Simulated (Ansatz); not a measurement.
# LiMgH (singlet): from Hartree-Fock to the top rungs at angle Li1–Mg2–H3 = 143.6°, cc-pVTZ

The task here is to estimate one member of a computed series from the others.

The runs use Ansatz 0.2.0, Gaussian basis; cc-pVTZ, core rule «outside noble gas», up to 6 orbitals frozen.

The runs, in order: UHF; CCSD(T) on RHF; CCSD(T) on UHF; BCCD(T) on RHF; CCSDT(Q) on RHF; CCSDT(Q) on UHF; Full CI.

24 further runs of the same task are left out: 14 for a known fault of the program, 6 that didn't finish, 4 set aside as unsound or not needed.

## The system

The geometry derives from a PBE0/def2-TZVP stationary point (not a proven minimum). One angle is set to the value named; bond lengths are kept.

3 atoms, charge 0, spin multiplicity 1.

Atoms are counted from 1 here; the program's logs count them from 0.

Bond lengths: Mg2–H3 1.746 Å.

The first run:

File in.yaml:

```yaml
crystal:
  periodic: [false, false, false]
  atoms:
    - {symbol: Li, position_ang: [0.666818, 0.000000, 2.131823]}
    - {symbol: Mg, position_ang: [-0.204565, 0.000000, -0.518504]}
    - {symbol: H, position_ang: [0.340865, 0.000000, -2.177441]}
basis:
  gaussian: {orbitals: cc-pVTZ}
magnetization: {spin_polarized: true, initial_magnetization: 0}
hamiltonian: {xc: hf}
output: {orbitals: {seedname: orbitals}}
```

Command:

```sh
> ansatz run in.yaml --threads 1 --pin off --events-out ev --progress --plain --max-ram 2393MiB
```

Steps of the session up to this table: UHF; CCSD(T) on RHF; CCSD(T) on UHF; BCCD(T) on RHF; CCSDT(Q) on RHF; CCSDT(Q) on UHF; Full CI.

One of the session's tables, all rows but one given; the rest of the session is left out.

It belongs to the step «Misses and costs». 

| method | from FCI (kJ/mol) |
| --- | --- |
| RHF | +192.6 |
| UHF | +192.0 |
| RMP2 | ? |
| RCCSD | +3.5 |
| RCCSD(T) | +0.9 |
| BCCD(T) | +0.9 |
| RCCSDT | +0.1 |
| RCCSDT(Q) | 0.0 |
| FCI | 0 |

Estimate the missing values for RMP2.

As computed: from FCI (kJ/mol): +51.1. In the column «from FCI (kJ/mol)» it lies between RCCSD (+3.5) and UHF (+192.0).

Not comparable, so not listed: CCSD(T) on UHF; CCSDT(Q) on UHF (they don't share determinant, frozen orbitals or solution with the rows shown, or repeat one).
